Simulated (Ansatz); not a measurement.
Ideal-gas functions of AlH5SSi, SMILES `[AlH2][SiH2]S` at 400 K and 1 bar, from an Ansatz frequency run at PBE0-D4/def2-TZVP.

Molar mass 92.18 g/mol, point group Cs (symmetry number 1), electronic degeneracy 1, moments of inertia 48.899, 227.729, 270.896 u Å². Harmonic wavenumbers (cm⁻¹, unscaled): 64, 97, 191, 363, 363, 414, 515, 571, 665, 677, 755, 823, 939, 1915, 1930, 2182, 2184, 2700.

Use S(trans) = R[1.5 ln M + 2.5 ln T − 1.1517]; rotational temperatures θ = 24.2544 K / I; S(rot) = R[ln(√π/σ · √(T³/θAθBθC)) + 1.5]; for each mode x = 1.438777 ν̃/T, S = R[x/(eˣ − 1) − ln(1 − e⁻ˣ)] and H = RT x/(eˣ − 1); 1 cm⁻¹ = 0.0119627 kJ/mol; R = 8.31446 J/(mol·K).

By hand: the entropy, in J/(mol·K).

Translation 171.4. Rotation: θ = 0.496, 0.1065, 0.0895 K, giving 114.2. Vibration, mode by mode: 20.54, 17.11, 11.60, 6.66, 6.66, 5.73, 4.28, 3.65, 2.80, 2.71, 2.17, 1.79, 1.28, 0.07, 0.06, 0.03, 0.03, 0.01, in all 87.2. Electronic 0.0. Sum 372.8 J/(mol·K).

By hand: H − E and G − E in kJ/mol, counted from the electronic energy.

Zero-point energy ½ × 17348 × 0.0119627 = 103.8; thermal vibration 18.1; translation, rotation and pV give 4 RT = 13.3. H − E = 135.2 kJ/mol, and G − E = 135.2 − 400 × 372.8/1000 = -13.9 kJ/mol.

Vibration gives 23 % of the entropy, 37.7 J/(mol·K) of it from the modes under 150 cm⁻¹: soft modes count most, and the harmonic formula is weakest for them. The sum counts one conformer and one mirror image; others add a mixing term.
